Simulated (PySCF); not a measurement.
**Orbital picture of AlB⁺**

B97-3 at R = 2.745 Å; Al aug-cc-pV(D+d)Z, B aug-cc-pVDZ; no relativity (PySCF 2.14). State: ²Σ⁺ (doublet), unpaired electrons σ ↑. Only the outer orbitals are listed, counted within each symmetry.

```json
{"spin": "α", "orbital": "5σ", "occ.": "1", "ε (eV)": "-17.85", "on Al (%)": "10", "main shells (%)": "86 B s, 10 Al s"}
{"spin": "α", "orbital": "6σ", "occ.": "1", "ε (eV)": "-14.71", "on Al (%)": "73", "main shells (%)": "73 Al s, 16 B s, 10 B p"}
{"spin": "α", "orbital": "7σ", "occ.": "1", "ε (eV)": "-11.48", "on Al (%)": "35", "main shells (%)": "65 B p, 21 Al p, 13 Al s"}
{"spin": "α", "orbital": "2π", "occ.": "0", "ε (eV)": "-8.48", "on Al (%)": "24", "main shells (%)": "75 B p, 22 Al p"}
{"spin": "α", "orbital": "2π", "occ.": "0", "ε (eV)": "-8.48", "on Al (%)": "24", "main shells (%)": "75 B p, 22 Al p"}
{"spin": "α", "orbital": "3π", "occ.": "0", "ε (eV)": "-6.78", "on Al (%)": "77", "main shells (%)": "77 Al p, 23 B p"}
{"spin": "β", "orbital": "5σ", "occ.": "1", "ε (eV)": "-16.95", "on Al (%)": "18", "main shells (%)": "77 B s, 17 Al s"}
{"spin": "β", "orbital": "6σ", "occ.": "1", "ε (eV)": "-13.95", "on Al (%)": "77", "main shells (%)": "77 Al s, 23 B s"}
{"spin": "β", "orbital": "2π", "occ.": "0", "ε (eV)": "-8.24", "on Al (%)": "30", "main shells (%)": "68 B p, 29 Al p"}
{"spin": "β", "orbital": "2π", "occ.": "0", "ε (eV)": "-8.24", "on Al (%)": "30", "main shells (%)": "68 B p, 29 Al p"}
{"spin": "β", "orbital": "7σ", "occ.": "0", "ε (eV)": "-8.13", "on Al (%)": "42", "main shells (%)": "52 B p, 38 Al p"}
```

Problem. Which are the highest filled and the lowest empty level, where do they sit, and how wide is the gap?

Solution. Highest filled α 7σ at -11.48 eV (in %: 65 B p, 21 Al p, 13 Al s); lowest empty α 2π at -8.48 eV (in %: 75 B p, 22 Al p); the gap at B97-3 is 3.00 eV.

* bond order (Mayer): 0.32
* ⟨S²⟩: 0.760
* charge on Al (Mulliken, basis-dependent): 0.86
* charge on Al (Löwdin, basis-dependent): 0.80
* dipole moment (positive dipole points towards B; it is taken about the centre of mass and depends on that origin): 0.32 D

The state is the lowest determinant that a PBE0 search found; another state may lie lower at other levels.
